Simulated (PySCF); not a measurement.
A structure optimised at PBE0-D3(BJ)/def2-TZVP, used in a PySCF frequency run:

```xyz
3

N      0.0000     0.0000    -1.1894
N      0.0000     0.0000    -0.0713
O      0.0000     0.0000     1.1031
```

Q: Write its SMILES, formula and point group.

A: N#[N+][O-], N2O, C∞v

Q: What are its rotational constants (standard atomic weights)?

A: 12.841 GHz (linear rotor, B only)
